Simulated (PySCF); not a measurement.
C2H6OS: calculation against experiment

**Measured values to compare with.**

From NIST CCCBDB Release 22 (SRD 101), experimental dipoles, for the gas: dipole moment (microwave Stark effect) 3.96 D.

The runs below try to reproduce these values; the comparison stands at the end.

Species: C₂H₆OS.
Numbering: `[CH3:1][S:2]([CH3:3])=[O:4]` (hydrogens: H5, H6, H7 on C1; H8, H9, H10 on C3)

Geometry (PBE0-D3(BJ)/def2-SVP, Å), atoms numbered from 1 in this order:
```xyz
10
C2H6OS angstrom
C     -1.3076    0.1165   -0.4072
S     -0.0296   -1.0244    0.1931
C      1.3674    0.1223    0.0275
O     -0.2655   -1.1789    1.6666
H     -2.2637   -0.4135   -0.3024
H     -1.1359    0.3795   -1.4610
H     -1.3068    1.0071    0.2378
H      1.1517    1.0199    0.6250
H      2.2371   -0.3994    0.4487
H      1.5500    0.3715   -1.0277
```

Runs made with PySCF (gas phase, on this PBE0-D3(BJ)/def2-SVP geometry; no spin–orbit coupling):

```tsv
level	job	basis functions	wall time
PBE0-D3(BJ)/def2-SVP, grid level 1	geometry optimisation from an MMFF94s start	90	9.7 s
PBE0/pcSseg-1	shieldings, charges and field gradients, density and orbital grids written	105	7.5 s
```

Hardware: one thread of an Intel Xeon at 2.30 GHz, no GPU, shared host.

Results beside the measurements:

**Dipole moment.** Measured: 3.96 D (NIST CCCBDB Release 22 (SRD 101), experimental dipoles).

```
               level  computed (D)  computed − measured (D)  % (from the printed values)
PBE0-D3(BJ)/def2-SVP          3.95                    -0.01                            0
       PBE0/pcSseg-1          4.05                    +0.09                           +2
```

Closest is PBE0-D3(BJ)/def2-SVP (-0.01 D), furthest PBE0/pcSseg-1 (+0.09 D); one molecule doesn't rank methods. The computed dipoles belong to one fixed geometry; measured ones are averaged over vibrations unless marked μe. Magnitudes are compared, not signs.

No measured geometry was used, and the causes of the misses weren't examined.
